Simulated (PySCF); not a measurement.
SF2: breathing scan

Computed with PySCF, r2SCAN, basis S def2-TZVP, F def2-TZVP (no relativity, density fitting).

Rigid scan from the singlet minimum (S–F 1.602 Å (×2); F–S–F 98.7°). Coordinate: all bonds to the central atom scaled together. Energies in kJ/mol from the minimum.

Predict the curve at 0.88, 0.92, 0.96, 1.00, 1.04, 1.08, 1.14, 1.22, 1.35.


```
scale of all bonds to the centre  E (kJ/mol)  dipole size (D)
                            0.88       165.3             0.26
                            0.92        64.2             0.19
                            0.96        14.1             0.61
                            1.00         0.0             1.00
                            1.04        11.1             1.35
                            1.08        39.7             1.67
                            1.14       103.6             2.09
                            1.22       209.4             2.55
                            1.35       392.4             3.12
```

At long bonds a restricted determinant can lie too high, and another spin state can fall below this curve.

Other isomers or separated fragments may lie lower.
